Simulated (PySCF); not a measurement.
Compound: C₃H₆ClO (doublet state).
Atom-mapped SMILES: `[CH2:1][C@@H:2]([Cl:3])[CH2:4][OH:5]` (hydrogens: H6, H7 on C1; H8 on C2; H9, H10 on C4; H11 on O5)

Geometry (GFN2-xTB, Å), atoms numbered from 1 in this order:
```
atom  x, y, z in Å
C1     1.248    0.745   -0.376
C2     0.536   -0.443   -0.058
Cl3    0.659   -0.659    1.875
C4    -0.967   -0.408   -0.321
O5    -1.596    0.694    0.261
H6     2.314    0.735   -0.503
H7     0.739    1.691   -0.339
H8     0.999   -1.369   -0.394
H9    -1.129   -0.320   -1.400
H10   -1.416   -1.350    0.025
H11   -1.382    0.687    1.205
```

The hyperfine couplings belong to this conformer and change with its torsions.

Method used: UKS B3LYP, pcH-1 on C Cl H O, non-relativistic, mean-field spin-orbit, GIAO in PySCF 2.14.0. Isolated species at its GFN2-xTB geometry (one conformer only). Couplings are sensitive to structure, and on GFN2-xTB geometries they can be far from those on DFT ones. The SCF solution wasn't tested for stability.

Problem. Predict the first-order ENDOR lines of H7, H6, H8, H10, H9 and Cl3 under fast tumbling at B = 3365.9 mT (W band).

Solution. For S = 1/2 in fast tumbling each set of equivalent nuclei gives two lines, ν± = |νn ± a/2| to first order, with νn = g_N μN B/h and μN/h = 7.62259 MHz/T.

```
nuclei  isotope     g_N  νn (MHz)  a_iso (MHz)  lower line (MHz)  upper line (MHz)
    H7       1H  5.5857    143.31       -56.25            115.19            171.44
    H6       1H  5.5857    143.31       -55.49            115.57            171.06
    H8       1H  5.5857    143.31        20.01            133.31            153.32
   H10       1H  5.5857    143.31        11.00            137.81            148.81
    H9       1H  5.5857    143.31         0.90            142.86            143.76
   Cl3     35Cl  0.5479     14.06        52.58             12.23             40.35
```

Problem. Which pairs are centred on the nuclear Larmor frequency, and which on half the coupling?

Solution. Centred on νn, since |a| < 2νn: H7, H6, H8, H10 and H9. Centred on |a|/2 and split by 2νn: Cl3.

Problem. At what field would the lower line of H7 fall to zero frequency?

Solution. Where νn = |a|/2, that is B = 28.12 MHz/(5.5857 × 7.62259 MHz/T) = 661 mT, as far as first order holds there.

H6 and H7 aren't averaged: C1 is flat or nearly so (angle sum 359°), and its turn about the short C1–C2 bond (1.42 Å) is taken as slow.

Main isotope only: 35Cl (natural samples also hold 24 % 37Cl, magnetic too, which adds its own pattern).

The largest Mulliken spin populations are on C1 (+0.94), Cl3 (+0.19) and C2 (-0.07). The positive populations add up to 1.15 and the negative ones to -0.15, together 2S = 1. The angles at C1 add up to 359.3°, so it is planar; its axial dipolar tensor and the negative couplings of its protons fit spin in a p orbital normal to that plane.
